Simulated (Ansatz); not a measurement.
`CC(F)OC=N`. Charge 0, multiplicity 1. The structure was optimised at the PBE0-D4/def2-TZVP level. It is one conformer, not always the lowest.

```xyz
12

C    -0.360    0.400    1.807
C     0.001   -0.324    0.545
F     1.043   -1.184    0.790
O     0.432    0.623   -0.398
C     0.377    0.274   -1.697
N    -0.071   -0.824   -2.107
H    -0.637   -0.323    2.575
H     0.491    0.986    2.155
H    -1.204    1.067    1.627
H    -0.811   -0.918    0.123
H     0.771    1.094   -2.301
H    -0.033   -0.872   -3.120
```

(1) What is the dipole moment at ωB97M-V/def2-TZVPP? (Estimate.)

(2) And with PBE, r2SCAN, B3LYP? (An estimate is asked.)

(3) Give the Mulliken charges with ωB97M-V, PBE, B3LYP in def2-TZVPP. (An estimate is asked.)

## Answers

(1) Ansatz gave: 2.17 D, with components (-0.97, 1.80, -0.74) D in this frame, pointing from negative to positive charge.

(2) The calculation gave: PBE 2.01 D, r2SCAN 2.10 D, B3LYP 2.15 D.

(3) The calculation gave: 
```csv
atom,ωB97M-V,PBE,B3LYP
C1,-0.27,-0.23,-0.22
C2,0.24,0.25,0.31
F3,-0.21,-0.18,-0.23
O4,-0.24,-0.18,-0.25
C5,0.11,0.03,0.08
N6,-0.27,-0.25,-0.27
H7,0.11,0.09,0.09
H8,0.11,0.09,0.09
H9,0.10,0.09,0.08
H10,0.10,0.05,0.07
H11,0.11,0.08,0.10
H12,0.12,0.16,0.15
```

B3LYP here is the variant with VWN-RPA as its local correlation; programs differ in this.
